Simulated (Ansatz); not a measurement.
Input file for `F[SiH]`:

```yaml
crystal:
  periodic: [false, false, false]
  atoms:
    - {symbol: F, position_ang: [-1.090239, 0.024419, -0.602325]}
    - {symbol: Si, position_ang: [0.186840, 0.629368, 0.173848]}
    - {symbol: H, position_ang: [0.892399, -0.718587, 0.415277]}
basis:
  gaussian: {orbitals: def2-TZVPP}
correlation: {method: ccsd_t}
output: {orbitals: {seedname: orbitals}}
```

```sh
$ ansatz run in.yaml --threads 2 --pin off --events-out ev --progress --plain
```

Log, shortened:

```
Functional definition: HF
528 factors; integrals over basis functions are off by at most 1.0e-3 eV
mean field evaluation 1: about -10584.1264 eV, gradient 2.7e1 eV
mean field evaluation 2: about -10584.1289 eV, gradient 2.7e1 eV
mean field evaluation 4: about -10585.4688 eV, gradient 1.6e0 eV
mean field evaluation 8: about -10585.4846 eV, gradient 9.2e-2 eV
mean field -10585.48470965 eV, -389.0093879804 hartree, gradient 1.3e-6 eV, S^2 0.000000; 0 other end points of the search recorded, 0 dependent functions left out; unrestricted orbitals would lower it
6 core orbitals not correlated: weight in the atoms' cores, before any rotation towards them, 1.000 or more for the frozen orbitals, at most 0.000 for the correlated occupied ones
reference -10585.48470965 eV, -389.0093879804 hartree; 6, 6 occupied and 75, 75 virtual orbitals, 528 factors
second order -9.59203078 eV of doubles, -0.00000000 eV of singles
cycle   1  -9.73007683 eV  change   -1.4e-1 eV  update   8.4e-2
cycle   2  -10.01315550 eV  change   -2.8e-1 eV  update   3.1e-2
cycle   3  -10.10377941 eV  change   -9.1e-2 eV  update   1.8e-2
cycle   4  -10.09126012 eV  change    1.3e-2 eV  update   4.4e-3
cycle   5  -10.09100312 eV  change    2.6e-4 eV  update   1.9e-3
cycle   6  -10.09224812 eV  change   -1.2e-3 eV  update   6.2e-4
cycle   7  -10.09189048 eV  change    3.6e-4 eV  update   2.6e-4
cycle   8  -10.09186198 eV  change    2.9e-5 eV  update   8.8e-5
cycle   9  -10.09192103 eV  change   -5.9e-5 eV  update   3.4e-5
cycle  10  -10.09191431 eV  change    6.7e-6 eV  update   1.1e-5
perturbative correction -0.30222910 eV, -0.0111067144 hartree
Total energy: -10595.87885306 eV, -389.3913657054 hartree
```

It took 0.75 s on 2 threads of a server CPU on a shared host, with 0.18 GiB of host memory at the peak.

Correlation energy per correlated electron: -0.866 eV. T1 diagnostic: 0.0151.
